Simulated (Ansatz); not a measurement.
# BClFH: the cost of one run

All numbers below are computed with Ansatz 0.2.0 (RKS B3LYP/6-31G*).

## 1. The structure to begin with

Bond lengths: B1–Cl2 2.060 Å, B1–F4 1.320 Å. Angles: Cl2–B1–F4 155.3°.

As a file:

```xyz
4

B     0.0000    0.0000    0.0000
Cl    1.1911    0.0000    1.6808
H     1.3757    0.0000   -0.1988
F    -1.1431    0.0000   -0.6600
```

## 2. Pulling towards end A

Springs on the bonds that form and break draw the guess towards this end; the thresholds are loose.

File input.yaml:

```yaml
crystal:
  periodic: [false, false, false]
  atoms:
    - { symbol: B, position_ang: [0.0, 0.0, 0.0] }
    - { symbol: Cl, position_ang: [1.1911, 0.0, 1.6808] }
    - { symbol: H, position_ang: [1.3757, 0.0, -0.1988] }
    - { symbol: F, position_ang: [-1.1431, 0.0, -0.66] }
basis:
  gaussian: { orbitals: "6-31G*" }
hamiltonian:
  xc: b3lyp
relax:
  f_tol: 0.15
  max_steps: 25
  restrain:
    - { distance: [1, 2], at: 2.57, k: 30.0 }
    - { distance: [0, 1], at: 1.86, k: 30.0 }
    - { distance: [0, 2], at: 1.19, k: 30.0 }
```

On the command line:

```sh
> ansatz run input.yaml --threads 1 --pin off --max-ram 2048MiB --backend cpu --events-out ev --progress --plain --runs-dir out
```

**Question.** How long does this run take on 1 thread of Arm Neoverse V1, shared host, and how much memory does it need?

About 9.1 s, with a peak of 0.12 GiB.
